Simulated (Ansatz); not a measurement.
# SiPH3+ (quartet): the correlation ladder, cc-pVTZ

One table from this session's results is given with a row withheld; the runs are named, their logs left out.

The runs use Ansatz 0.2.0, Gaussian basis; cc-pVTZ, core rule «outside noble gas», up to 10 orbitals frozen.

The runs, in order: UHF; CCSD(T) on ROHF; CCSD(T) on UHF; BCCD(T) on ROHF; CCSDT(Q) on ROHF; CCSDT(Q) on UHF.

9 further runs of the same task are left out: 3 for a known fault of the program, 6 set aside as unsound or not needed.

**The system**

The geometry is a PBE0/def2-TZVP stationary point (not a proven minimum) of the parent state, kept for this charge and spin.

5 atoms, charge 1, spin multiplicity 4.

Atoms are counted from 1 here; the program's logs count them from 0.

Bond lengths: Si1–P2 2.245 Å, Si1–H3 1.489 Å, Si1–H4 1.489 Å, Si1–H5 1.489 Å. Angles: P2–Si1–H3 110.2°, P2–Si1–H4 110.2°, P2–Si1–H5 110.2°, H3–Si1–H4 108.7°, H3–Si1–H5 108.7°, H4–Si1–H5 108.7°.

Geometry (Å):

```xyz
5
H3PSi
Si   -1.09502   -0.00805    0.00234
P     1.14998    0.00845   -0.00246
H    -1.61912    1.38532    0.00576
H    -1.60112   -0.71239    1.21227
H    -1.60632   -0.70840   -1.20772
```

The first run:

Input file in.yaml:

```yaml
crystal:
  periodic: [false, false, false]
  atoms:
    - {symbol: Si, position_ang: [-1.095022, -0.008048, 0.002339]}
    - {symbol: P, position_ang: [1.149978, 0.008452, -0.002457]}
    - {symbol: H, position_ang: [-1.619119, 1.385319, 0.005761]}
    - {symbol: H, position_ang: [-1.601124, -0.712390, 1.212266]}
    - {symbol: H, position_ang: [-1.606323, -0.708402, -1.207717]}
basis:
  gaussian: {orbitals: cc-pVTZ}
total_charge: 1
magnetization: {spin_polarized: true, initial_magnetization: 3}
hamiltonian: {xc: hf}
output: {orbitals: {seedname: orbitals}}
```

Launch:

```sh
$ ansatz run in.yaml --threads 1 --pin off --events-out ev --progress --plain --max-ram 4096MiB --backend cpu
```

Steps of the session up to this table: UHF; CCSD(T) on ROHF; CCSD(T) on UHF; BCCD(T) on ROHF; CCSDT(Q) on ROHF; CCSDT(Q) on UHF.

One table of the session follows, with a row left open; its other results are not shown here.

```
   method  from UCCSDT(Q) (kcal/mol)
     ROHF                    +158.32
      UHF                    +157.36
     RMP2                     +32.42
     UMP2                     +32.31
    RCCSD                      +6.75
    UCCSD                          ?
 RCCSD(T)                      +1.28
 UCCSD(T)                      +1.23
  BCCD(T)                      +1.26
   RCCSDT                      +0.28
   UCCSDT                      +0.23
RCCSDT(Q)                      +0.06
UCCSDT(Q)                          0
```

Estimate the missing values for UCCSD.

As computed: from UCCSDT(Q) (kcal/mol): +6.68. In the column «from UCCSDT(Q) (kcal/mol)» it lies between RCCSD(T) (+1.28) and RCCSD (+6.75).

To keep in mind: Restricted and unrestricted rows rest on different reference determinants; where their highest levels disagree by more than a few hundredths of an eV, they describe different states and don't form one ladder.
